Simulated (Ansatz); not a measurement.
A nudged elastic band was laid between two geometries of C₂H₂S₂ (6 atoms, charge 0, multiplicity 1).

These are results of RKS PBE-D4/6-31G (Ansatz), not measurements.

```
movable images  : 5
climbing image  : yes
spring          : 5.0 eV/Å²
optimiser       : quadratic models (default)
start path      : through a guess of the saddle point
force threshold : 0.05 eV/Å
iteration limit : 60
end points      : relaxed
```

Initial state:

```xyz
6
Properties=species:S:1:pos:R:3
S -0.482 1.640 -0.751
C 0.040 0.096 -0.062
C 0.713 -0.557 0.836
S 0.176 -1.805 -0.576
H -1.699 1.170 -1.239
H 1.294 -0.608 1.746
```

Final state:

```xyz
6
Properties=species:S:1:pos:R:3
S -0.441 1.617 -0.674
C -0.282 0.135 0.305
C -0.576 -0.427 1.483
S 0.747 -1.479 -0.032
H -1.394 1.134 -1.572
H 1.988 -1.043 0.443
```

(1) Which bonds break or form, and what moves?

(2) What energy profile does the band end with?

(3) What is the geometry of the highest image?

(4) What are the harmonic wavenumbers there?

Answers

(1) Bonds broken: C3–H6. Bonds formed: S4–H6.

(2) The forces met the threshold. The highest image is number 3 of 0 to 6, 2.15 eV above the first end and 0.61 eV above the last; the last end lies 1.53 eV above the first. A vibrational analysis at the climbing image gives one clearly imaginary mode, 797i cm⁻¹: a first-order saddle point. The orbitals stay closed-shell, which can raise the energy where a bond breaks towards radicals; this wasn't checked here. Limits of this set-up: no polarisation functions.

```csv
image,path coordinate (Å),energy (eV),C3–H6 (Å),S4–H6 (Å)
0,0.00,0.00,1.08,2.84
1,0.54,0.44,1.07,2.57
2,1.07,1.32,1.16,2.03
3,1.61,2.15,1.65,1.51
4,2.63,1.66,2.93,1.39
5,3.65,1.57,3.32,1.39
6,4.67,1.53,2.83,1.40
```

(3) 
```xyz
6
Properties=species:S:1:pos:R:3:forces:R:3
S -0.462 1.504 -1.090 0.00 0.00 0.00
C 0.139 0.275 0.051 0.00 0.00 0.00
C 0.639 0.187 1.283 0.00 0.00 0.00
S 0.511 -1.616 -0.267 0.00 0.00 0.00
H -1.763 1.009 -1.181 0.00 0.00 0.00
H 0.978 -1.423 1.158 0.00 0.00 0.00
```

(4) 797i, 186, 240, 303, 378, 442, 603, 699, 905, 1642, 1792, 2391 cm⁻¹.

The run took 3 min on 1 thread of Intel(R) Xeon(R) Processor @ 2.70GHz (shared host), peak memory 0.11 GiB.
